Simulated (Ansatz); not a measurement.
Input for Ansatz (development build ahead of 0.2.0):

```yaml
crystal:
  periodic: [false, false, false]
  atoms:
    - { symbol: S, position_ang: [0.04964, -0.00263, -0.77004] }
    - { symbol: F, position_ang: [0.01459, -0.00841, 0.71759] }
basis:
  gaussian: { orbitals: def2-SVP }
total_charge: 1
magnetization:
  spin_polarized: true
  initial_magnetization: 2
hamiltonian:
  xc: hf
correlation:
  method: ccsd_t
  frozen_orbitals: { F: 1, S: 5 }
```

The input is written out in the form of the current development build from the run's settings.

Results

* Converged: yes
* Reference energy: -496.34990 hartree
* Correlation energy: -0.29981 hartree
* Total energy: -496.64971 hartree
* Stability test: minimum
